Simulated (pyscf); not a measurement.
One 1,1-elimination on the singlet surface with elements of a group swapped. CCSD(T)/def2-TZVPP + ΔMP2(QZVPP), kcal/mol, from the reactant's lowest minimum found. PySCF, gas phase, ωB97X-D3(BJ)/def2-SVP geometries. Correlated levels are frozen-core, on RHF or UHF. ΔMP2 is the change of the MP2 total energy from the triple- to the quadruple-zeta basis.

```csv
step,barrier,reaction energy,imaginary mode (i cm⁻¹)
H₂N–GeH₂–Cl → Cl–GeH: [singlet] + NH₃,?,?,1585
H₂N–GeH₂–F → F–GeH: [singlet] + NH₃,62.9,+33.6,1567
```

### Question
Fill in the missing entries.

### Answer

- H₂N–GeH₂–Cl → Cl–GeH: [singlet] + NH₃, barrier: 60.9
- H₂N–GeH₂–Cl → Cl–GeH: [singlet] + NH₃, reaction energy: +31.6

Row 1: On the product side the descent ends in an adduct with a Ge–N contact, 26.2 kcal/mol under the separated species and 55.7 kcal/mol under the saddle at ωB97X-D3(BJ)/def2-TZVP. Row 2: On the product side the descent ends in an adduct with a Ge–N contact, 25.1 kcal/mol under the separated species and 54.5 kcal/mol under the saddle at ωB97X-D3(BJ)/def2-TZVP. Each row is the saddle that its search found. The CCSD(T) − MP2 part came from Ansatz, without density fitting, on the same reference. The frozen core leaves the outer d or s,p core shells of the metals and heavy elements correlated in the MP2 and CC values, and def2-TZVPP describes them poorly, which can shift differences by a few kcal/mol. Elements up to Kr have no core potential and no relativistic terms here.
